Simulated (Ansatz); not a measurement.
Base system: AlAs in the zinc blende structure (space group F-43m, No. 216).

```yaml
crystal:
  lattice:
    - [0.00000, 2.83713, 2.83713]
    - [2.83713, 0.00000, 2.83713]
    - [2.83713, 2.83713, 0.00000]
  atoms:
    - { symbol: As, position: [0.75000, 0.75000, 0.75000] }
    - { symbol: Al, position: [0.00000, 0.00000, 0.00000] }
```

Level of theory: Kohn–Sham DFT with the PBEsol functional, run in Ansatz (an electronic-structure program) with PAW and 420 eV plane waves, spin-orbit coupling left out, earlier PAW set.

Now apply this change: every Al is replaced by Ga, then cell and atoms are relaxed.

Measured band gap: AlAs 2.28 eV (static lattice; corrected from measurement; as listed in Wei Chen et al., Physical Review Materials (2018)); GaAs 1.57 eV (static lattice; corrected from measurement; as listed in Wei Chen et al., Physical Review Materials (2018)).

Measured lattice parameter a: AlAs 5.649 Å (static lattice; corrected from measurement; as listed in Daniel Mejia-Rodriguez, S. B. Trickey, Phys. Rev. B (2018)); GaAs 5.64 Å (static lattice; corrected from measurement; as listed in Daniel Mejia-Rodriguez, S. B. Trickey, Phys. Rev. B (2018)).

Task: How well does PBEsol reproduce the measured shift?

Result: With PBEsol the band gap moves by -0.92 eV (1.34 → 0.42) against -0.71 eV measured; the lattice parameter a moves by -0.015 Å (5.674 → 5.659) against -0.009 Å measured.

Gaps are Kohn–Sham eigenvalue differences; semilocal functionals usually give less than the measured gap. Whether these cells are dynamically stable was not tested.
